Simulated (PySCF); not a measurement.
Identify the unknown among the candidates.

All candidates are C4H5F.

| technique | computed result |
| --- | --- |
| 13C NMR | chemical shifts (computed TMS as zero) by class: 91.7 (1 C), 26.3 (1 C), 13.0 (2 C) ppm [GIAO PBE0/pcSseg-1] |
| Rotational structure | rotational constants A, B, C: 11.388, 4.822, 4.453 GHz [PBE0-D3(BJ)/def2-SVP] |
| 1H NMR | chemical shifts (computed TMS as zero) by class: 5.09 (1 H), 1.93 (1 H), 1.90 (2 H), 1.63 (1 H) ppm [GIAO PBE0/pcSseg-1] |
| Triplet | lowest triplet excitation (Tamm–Dancoff): 6.96 eV [TDA CAM-B3LYP/def2-SVPD] |
| Couplings | largest of the computed one-bond spin–spin couplings (means over like bonds): 19F–13C -327.2, 13C–1H +212.1 (×2), 13C–1H +195.5, 13C–1H +187.7, 13C–1H +159.5, 13C–13C +33.9 (×2), 13C–13C +22.7 (×2), 13C–13C -16.3 Hz [B3LYP/pcJ-1, spin–dipole term left out for some pairs] |
| XPS | C1s 291.2 (×2), C1s 291.3, C1s 293.3, F1s 692.1 eV [ΔSCF SCAN, pcX-2 on the ionised atom, pcseg-1 elsewhere, spin-free X2C] |

Electronic properties: PySCF, gas phase, density fitting. Levels stand in brackets. Geometry: PBE0-D3(BJ)/def2-SVP; no solvent, vibrations or thermal averaging. NMR values are class means; diastereotopic atoms form classes of their own.

**Question.** Which candidate is it?
A. `FC1=CCC1`
B. `F[C@H]1[C@H]2C[C@@H]12`
C. `FCC1=CC1`

**Answer.** B. It is `F[C@H]1[C@H]2C[C@@H]12`. Numbering: `[F:1][C@H:2]1[C@H:3]2[CH2:4][C@@H:5]12`. Its formula, C4H5F, gives 2 degrees of unsaturation: 2 rings and 0 π bonds in the structure found. 4 carbons fall into 3 classes; from least to most shielded: sp3 C–F carbon [C2] (91.7 ppm), three-membered-ring carbon [C4] (26.3 ppm), sp3 carbon at a ring junction [C3/C5] (13.0 ppm, 2 C). Hydrogen classes from least to most shielded: 1 H on an sp3 C–F carbon, C2 (5.09 ppm), 1 H on a three-membered-ring carbon, C4 (1.93 ppm), 2 H on 2 like atoms (sp3 carbon at a ring junction), C3/C5 (1.90 ppm), 1 H on a three-membered-ring carbon, C4 (1.63 ppm). The couplings run between: -327.2 Hz, alkyl fluorine [F1] and sp3 C–F carbon [C2]; +212.1 Hz, sp3 carbon at a ring junction [C3] and its hydrogen (with 1 like pair); +195.5 Hz, sp3 C–F carbon [C2] and its hydrogen; +187.7 Hz, three-membered-ring carbon [C4] and its hydrogen; +159.5 Hz, three-membered-ring carbon [C4] and its hydrogen; +33.9 Hz, sp3 C–F carbon [C2] and sp3 carbon at a ring junction [C3] (with 1 like pair); +22.7 Hz, sp3 carbon at a ring junction [C3] and three-membered-ring carbon [C4] (with 1 like pair); -16.3 Hz, sp3 carbon at a ring junction [C3] and sp3 carbon at a ring junction [C5]. The core levels belong to: C1s 291.2 eV, sp3 carbon at a ring junction [C3/C5]; C1s 291.3 eV, three-membered-ring carbon [C4]; C1s 293.3 eV, sp3 C–F carbon [C2]; F1s 692.1 eV, alkyl fluorine [F1]. The optimised geometry has point group Cs and is an asymmetric top.

The others, at the same levels:
- `FCC1=CC1` fails: it has 4 carbon classes against 3; its computed 13C shifts are 124.3 (1 C), 109.0 (1 C), 82.5 (1 C), 10.3 (1 C) ppm, core binding energies are C1s 290.7, C1s 291.0, C1s 291.1, C1s 293.7, F1s 692.6 eV and 1H shifts are 7.01 (1 H), 5.53 (2 H), 1.28 (2 H) ppm.
- `FC1=CCC1` fails: it has 4 carbon classes against 3; its computed 13C shifts are 159.8 (1 C), 109.1 (1 C), 34.8 (1 C), 20.1 (1 C) ppm, core binding energies are C1s 290.4, C1s 291.1, C1s 291.2, C1s 292.7, F1s 693.1 eV and 1H shifts are 4.84 (1 H), 2.73 (2 H), 2.04 (2 H) ppm.

Each candidate is one conformer, not necessarily the lowest. The conformers computed, where there is a choice (atom-mapped SMILES and torsion angles):
- `[F:1][CH2:2][C:3]1=[CH:4][CH2:5]1`: F1–C2–C3–C4 0°

One-bond C–F couplings are unscaled; at this level they come out some 30 % too large in size.
